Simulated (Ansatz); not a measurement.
Cartesian coordinates (Å):
```xyz
11

C      0.0084     1.1614     0.2714
C      1.1983     0.4438     0.1790
C      1.1306    -0.9125    -0.1417
N     -0.0113    -1.5584    -0.3642
C     -1.1434    -0.8651    -0.2738
C     -1.1915     0.4936     0.0401
H      0.0161     2.2259     0.5202
H      2.1643     0.9236     0.3517
H      2.0493    -1.5058    -0.2222
H     -2.0704    -1.4200    -0.4616
H     -2.1503     1.0135     0.1010
```
Charge 0, multiplicity 1.

Method: frozen-core CCSD(T)/cc-pVTZ // PBE0-D3(BJ)/def2-SVP run with Ansatz (an electronic-structure program). The restricted HF reference is unstable towards unrestricted orbitals.

```yaml
HF energy: -246.77560 Ha
MP2 correlation energy: -0.98383 Ha
```

Q: Estimate the CCSD correlation energy, the (T) correction, the total energy and the T1 diagnostic.

A: 
```yaml
CCSD correlation energy: -1.00180 Ha
"(T) correction": -0.05411 Ha
CCSD(T) total energy: -247.83150 Ha
T1 diagnostic: 0.012
```
